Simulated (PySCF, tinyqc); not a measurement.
Inside a calculation. Method: FCI on RHF in the sto-3g basis, frozen core, for LiH, spin multiplicity 1. The lowest restricted solution is unstable here: a spin-polarised one lies 0.0390 hartree lower (PySCF). One step of it, computed by the program tinyqc.

Problem. FCI: roots. Diagonalise (each vector has its largest component positive (the first on a tie)); all determinants have Ms = 0, so triplets appear too. The lowest singlet root is the correlation energy.

Occupation strings over the orbitals (2 doubly, a alpha, b beta, 0 empty; spin orbitals ordered 1a 1b 2a 2b ...): 220000 2ab000 2a000b 2ba000 2b000a 202000 20a00b 200200 200020 20b00a 200002

H - E(HF) between determinants (hartree):
```
           220000     2ab000     2a000b     2ba000     2b000a     202000     20a00b     200200
220000   0.000000   0.000000   0.000000   0.000000   0.000000   0.037450   0.059465   0.020941
2ab000   0.000000   0.086684  -0.010609  -0.037450  -0.059465   0.092410  -0.031750   0.022189
2a000b   0.000000  -0.010609   0.239082  -0.059465  -0.131251  -0.031750   0.022107   0.016586
2ba000   0.000000  -0.037450  -0.059465   0.086684  -0.010609  -0.092410  -0.111299  -0.022189
2b000a   0.000000  -0.059465  -0.131251  -0.010609   0.239082   0.031750   0.048222  -0.016586
202000   0.037450   0.092410  -0.031750  -0.092410   0.031750   0.479093  -0.117526   0.041212
20a00b   0.059465  -0.031750   0.022107  -0.111299   0.048222  -0.117526   0.390672   0.009441
200200   0.020941   0.022189   0.016586  -0.022189  -0.016586   0.041212   0.009441   0.580400
200020   0.020941   0.022189   0.016586  -0.022189  -0.016586   0.041212   0.009441   0.016869
20b00a  -0.059465  -0.111299   0.048222  -0.031750   0.022107   0.117526  -0.043318  -0.009441
200002   0.131251  -0.048222   0.033857   0.048222  -0.033857   0.043318  -0.033528   0.017747

           200020     20b00a     200002
220000   0.020941  -0.059465   0.131251
2ab000   0.022189  -0.111299  -0.048222
2a000b   0.016586   0.048222   0.033857
2ba000  -0.022189  -0.031750   0.048222
2b000a  -0.016586   0.022107  -0.033857
202000   0.041212   0.117526   0.043318
20a00b   0.009441  -0.043318  -0.033528
200200   0.016869  -0.009441   0.017747
200020   0.580400  -0.009441   0.017747
20b00a  -0.009441   0.390672   0.033528
200002   0.017747   0.033528   0.504569
```

Give: lowest roots of this matrix, relative to E(HF); lowest vectors; <S^2> of these roots; weight of the ground state by excitation level 0, 1, 2, ....

Solution.

lowest roots of this matrix, relative to E(HF) (hartree): -0.060  -0.022  0.019  0.095  0.344  0.392  0.431  0.537

lowest vectors:
```
        root 1  root 2  root 3  root 4
220000   0.913   0.000  -0.248   0.000
2ab000   0.123   0.636   0.585  -0.151
2a000b  -0.021   0.234  -0.144   0.638
2ba000  -0.123   0.636  -0.585  -0.151
2b000a   0.021   0.234   0.144   0.638
202000  -0.170   0.000  -0.337   0.000
20a00b  -0.184   0.202  -0.164  -0.264
200200  -0.015   0.000  -0.005   0.000
200020  -0.015   0.000  -0.005   0.000
20b00a   0.184   0.202   0.164  -0.264
200002  -0.197   0.000   0.211   0.000
```

<S^2> of these roots: 0.000  2.000  0.000  2.000  0.000  0.000  2.000  0.000

weight of the ground state by excitation level 0, 1, 2, ...: 0.833  0.031  0.136

The reference has a weight of only 0.83: one determinant is a poor start here. A root of higher spin lies below E(HF).
